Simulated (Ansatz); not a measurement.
Reaction (SMILES): N#C (CH-N) → C atom + H atom + N atom
B3LYP-D3(BJ)/def2-TZVP geometries, fixed; electronic energies without zero-point terms.

How fast the atomisation energy converges with the basis for several methods (Ansatz, a quantum-chemistry and plane-wave program): deviation from each method's own reference, in kcal/mol. References: CCSD(T) 311.48 kcal/mol, Hartree-Fock in aug-cc-pVQZ plus the correlation part extrapolated as X^-3 from aug-cc-pVTZ and aug-cc-pVQZ; HF 200.19 kcal/mol, the value in pcseg-4; MP2 323.53 kcal/mol, Hartree-Fock in aug-cc-pVQZ plus the correlation part extrapolated as X^-3 from aug-cc-pVTZ and aug-cc-pVQZ; PBE 326.23 kcal/mol, the value in pcseg-4; PBE0 311.47 kcal/mol, the value in pcseg-4; wB97M-V 313.90 kcal/mol, the value in pcseg-4. All functions are spherical. In correlated methods cores are frozen. Open shells are unrestricted. No added dispersion term, no relativity. Functionals ending in -V hold VV10 correlation. 

```
basis            functions  CCSD(T)      HF     MP2     PBE    PBE0  wB97M-V
---------------  ---------  -------  ------  ------  ------  ------  -------
pcseg-0                 20   -50.74  -31.64  -55.34  -19.12  -22.74   -22.48
def2-SV(P)              30   -23.49   -1.84  -25.59   -1.78   -1.90    -0.63
cc-pVDZ                 33   -29.51   -7.62  -30.48   -6.33   -6.89    -5.30
pcseg-1                 33   -22.69   -3.36  -24.15   -5.20   -4.93    -5.50
def2-SVP                33   -17.28    0.43  -19.74    0.22    0.17     1.25
6-311G**                42   -21.67   -4.39  -22.89   -1.87   -2.77    -2.76
6-311++G(2d,2p)         64   -19.24   -2.56  -18.48   -1.92   -2.01    -2.37
pcseg-2                 74    -8.37   -0.03   -9.37   -0.17   -0.21    -0.17
def2-TZVPP              76    -9.92   -0.97  -10.34   -0.28   -0.53    -0.34
def2-TZVPD              83   -11.00   -1.15  -11.40   -0.37   -0.65    -0.49
jun-cc-pV(T+d)Z         92   -10.34   -1.32  -10.68   -0.87   -0.98    -1.16
aug-cc-pVTZ            115    -8.91   -1.15   -9.25   -0.79   -0.88    -1.11
```

Mean absolute deviation over 6-311G**, 6-311++G(2d,2p), pcseg-2, def2-TZVPP, def2-TZVPD, jun-cc-pV(T+d)Z, aug-cc-pVTZ: PBE 0.90, PBE0 1.15, wB97M-V 1.20, HF 1.65, CCSD(T) 12.78, MP2 13.20 kcal/mol.
